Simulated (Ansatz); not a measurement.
A nudged elastic band was laid between two geometries of CH4O + H4Si (11 atoms, charge 0, multiplicity 1).

Level of theory: RKS CAM-B3LYP/def2-SVP (Ansatz).

```
movable images  : 7
climbing image  : yes
spring          : 5.0 eV/Å²
optimiser       : quadratic models (default)
start path      : through a guess of the saddle point
force threshold : 0.05 eV/Å
iteration limit : 60
end points      : relaxed
```

Initial state:

```xyz
11
Properties=species:S:1:pos:R:3
Si -1.061 0.651 -1.527
H 0.012 -0.246 -2.036
H -2.078 0.790 -2.611
H -1.729 0.045 -0.347
H -0.524 1.998 -1.215
H 1.737 -0.063 0.021
O 1.028 0.277 0.579
C 0.729 -0.674 1.569
H 0.376 -1.635 1.149
H 1.590 -0.880 2.232
H -0.081 -0.264 2.189
```

Final state:

```xyz
11
Properties=species:S:1:pos:R:3
Si -1.285 0.696 -0.718
H 3.132 0.146 -0.880
H -2.194 -0.403 -1.162
H -2.017 1.530 0.281
H -0.876 1.524 -1.878
H 2.377 0.194 -0.760
O 0.111 0.077 -0.062
C 0.166 -0.765 1.061
H -0.409 -1.696 0.907
H 1.216 -1.038 1.243
H -0.220 -0.265 1.968
```

Q: Which bonds break or form, and what moves?

A: Bonds broken: Si1–H2, H6–O7. Bonds formed: Si1–O7, H2–H6. CH4O + H4Si becomes CH6OSi + H2.

Q: What energy profile does the band end with?

A: The run converged. The highest image is number 4 of 0 to 8, 37.4 kcal/mol above the first end and 48.1 kcal/mol above the last; the last end lies 10.7 kcal/mol below the first. The profile has 3 maxima (images 1, 4, 6) with wells between them (images 2, 5): this band takes more than one step, which may be the mechanism or a detour left from its start path. Neighbouring images differ by up to 2.1 eV, so the band resolves the path poorly. A vibrational analysis at the climbing image gives one clearly imaginary mode, 1327i cm⁻¹: a first-order saddle point. The orbitals stay closed-shell, which can raise the energy where a bond breaks towards radicals; this wasn't checked here.

| image | path coordinate (Å) | energy (kcal/mol) | Si1–H2 (Å) | H6–O7 (Å) | Si1–O7 (Å) |
| --- | --- | --- | --- | --- | --- |
| 0 | 0.00 | 0.0 | 1.49 | 0.96 | 2.99 |
| 1 | 2.11 | 2.4 | 1.48 | 0.96 | 3.43 |
| 2 | 4.22 | 0.7 | 1.48 | 0.96 | 3.08 |
| 3 | 6.34 | 0.8 | 1.49 | 0.96 | 2.81 |
| 4 | 8.45 | 37.4 | 1.77 | 1.12 | 1.85 |
| 5 | 10.72 | -10.2 | 3.78 | 2.42 | 1.66 |
| 6 | 13.00 | -9.9 | 4.77 | 2.55 | 1.66 |
| 7 | 15.28 | -10.2 | 4.27 | 2.49 | 1.66 |
| 8 | 17.56 | -10.7 | 4.45 | 2.37 | 1.66 |

Q: What is the geometry of the highest image?

A: 
```xyz
11
Properties=species:S:1:pos:R:3
Si -0.716 0.682 -0.986
H 0.810 0.317 -1.811
H -1.479 0.136 -2.142
H -1.739 0.645 0.128
H -0.414 2.136 -1.100
H 1.050 -0.240 -0.842
O 0.375 -0.413 0.039
C 0.511 -0.751 1.412
H 0.702 -1.828 1.511
H 1.333 -0.182 1.870
H -0.431 -0.500 1.918
```

The run took 7.4 min on 2 threads of Intel(R) Xeon(R) Platinum 8488C (Sapphire Rapids) (shared host), peak memory 0.21 GiB.
